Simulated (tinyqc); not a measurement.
ROHF in the sto-3g basis, for H2O+, spin multiplicity 2, step by step. One step of it, computed by the program tinyqc.

Question. Iteration 1: Roothaan effective Fock matrix. With projectors Pc = D(beta) S, Po = (D(alpha) - D(beta)) S, Pv = 1 - D(alpha) S, the block xy is Px^T F Py; with Fc = (F(alpha) + F(beta))/2, the blocks are Fc for cc, oo, vv and cv, F(beta) for co and F(alpha) for ov.

F(alpha) (hartree), lower triangle:
```
             1O 1s      1O 2s     1O 2px     1O 2py     1O 2pz      2H 1s      3H 1s
1O 1s   -22.050013
1O 2s    -5.508575  -3.287366
1O 2px    0.000000   0.000000  -1.021896
1O 2py    0.000000   0.000000   0.000000  -1.083474
1O 2pz   -0.005753  -0.058842   0.000000   0.000000  -1.051325
2H 1s    -0.609800  -0.822421   0.000000  -0.400124  -0.290740  -0.694021
3H 1s    -0.609800  -0.822421   0.000000   0.400124  -0.290740  -0.215651  -0.694021
```

F(beta) (hartree), lower triangle:
```
             1O 1s      1O 2s     1O 2px     1O 2py     1O 2pz      2H 1s      3H 1s
1O 1s   -21.059245
1O 2s    -5.342064  -3.025667
1O 2px    0.000000   0.000000  -0.852997
1O 2py    0.000000   0.000000   0.000000  -0.908431
1O 2pz   -0.005087  -0.052372   0.000000   0.000000  -0.879452
2H 1s    -0.589722  -0.745418   0.000000  -0.355860  -0.258134  -0.587055
3H 1s    -0.589722  -0.745418   0.000000   0.355860  -0.258134  -0.193384  -0.587055
```

D(alpha) at the start, lower triangle:
```
            1O 1s      1O 2s    1O 2px     1O 2py    1O 2pz     2H 1s     3H 1s
1O 1s    1.072082
1O 2s   -0.247648   1.050321
1O 2px   0.000000   0.000000  0.653973
1O 2py   0.000000   0.000000  0.000000   0.602085
1O 2pz   0.005566  -0.027657  0.000000   0.000000  0.631284
2H 1s   -0.008014   0.031053  0.000000   0.058812  0.034078  0.496666
3H 1s   -0.008014   0.031053  0.000000  -0.058812  0.034078  0.020919  0.496666
```

D(beta) at the start, lower triangle:
```
            1O 1s      1O 2s    1O 2px     1O 2py    1O 2pz     2H 1s     3H 1s
1O 1s    0.857666
1O 2s   -0.198118   0.840256
1O 2px   0.000000   0.000000  0.523179
1O 2py   0.000000   0.000000  0.000000   0.481668
1O 2pz   0.004453  -0.022126  0.000000   0.000000  0.505027
2H 1s   -0.006411   0.024842  0.000000   0.047050  0.027263  0.397333
3H 1s   -0.006411   0.024842  0.000000  -0.047050  0.027263  0.016735  0.397333
```

overlap S, lower triangle:
```
           1O 1s     1O 2s    1O 2px     1O 2py    1O 2pz     2H 1s     3H 1s
1O 1s   1.000000
1O 2s   0.236704  1.000000
1O 2px  0.000000  0.000000  1.000000
1O 2py  0.000000  0.000000  0.000000   1.000000
1O 2pz  0.000000  0.000000  0.000000   0.000000  1.000000
2H 1s   0.025497  0.293068  0.000000   0.225729  0.155794  1.000000
3H 1s   0.025497  0.293068  0.000000  -0.225729  0.155794  0.101285  1.000000
```

Give: effective F.

Answer.

effective F (hartree), lower triangle:
```
           1O 1s    1O 2s   1O 2px   1O 2py   1O 2pz    2H 1s    3H 1s
1O 1s   -21.3888
1O 2s    -5.3945  -3.0955
1O 2px    0.0000   0.0000  -0.9335
1O 2py    0.0000   0.0000   0.0000  -0.9877
1O 2pz   -0.0039  -0.0485   0.0000   0.0000  -0.9590
2H 1s    -0.5974  -0.7525   0.0000  -0.3722  -0.2674  -0.6203
3H 1s    -0.5974  -0.7525   0.0000   0.3722  -0.2674  -0.1895  -0.6203
```
